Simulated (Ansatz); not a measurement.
The same path of BH4N + ClH (8 atoms, charge 0, multiplicity 1) was run twice with different band settings. Lost on the way: Cl7–H8. Made: B1–Cl7, N2–H8.

Theory: Ansatz, RKS PBE0/def2-mTZVP.

Relaxed end points:

```xyz
8
Properties=species:S:1:pos:R:3
B 0.061 -0.479 0.190
N 0.015 -0.118 1.539
H -0.822 -0.202 2.098
H 0.847 0.020 2.095
H 1.115 -0.475 -0.367
H -0.959 -0.750 -0.364
Cl -0.423 3.228 1.481
H -0.255 1.938 1.326
```

```xyz
8
Properties=species:S:1:pos:R:3
B 0.009 0.425 0.189
N -0.141 0.179 1.785
H -0.318 -0.801 2.000
H 0.705 0.468 2.272
H 0.969 -0.206 -0.164
H -1.036 0.099 -0.305
Cl 0.299 2.265 0.059
H -0.908 0.734 2.159
```

Common settings: spring 5.0 eV/Å²; optimiser quadratic models (default); start path through a guess of the saddle point; force threshold 0.05 eV/Å; iteration limit 60; end points relaxed.

| run | movable images | climbing image |
| --- | --- | --- |
| 1 | 7 | yes |
| 2 | 3 | no |

What does each run give, and how far can it be trusted?

Run 1: converged after 14 iterations, highest image 0.586 eV above the first end. A vibrational analysis at the climbing image gives one clearly imaginary mode, 1058i cm⁻¹: a first-order saddle point.
Run 2: converged after 9 iterations, highest image 0.318 eV above the first end. No image climbed, so the highest image needn't sit at the top of the path. A band with more images between the same ends climbed to 0.59 eV, so this one has probably stepped over the top. So few images can step over the top or miss a turn of the path.
The orbitals stay closed-shell, which can raise the energy where a bond breaks towards radicals; this wasn't checked here.
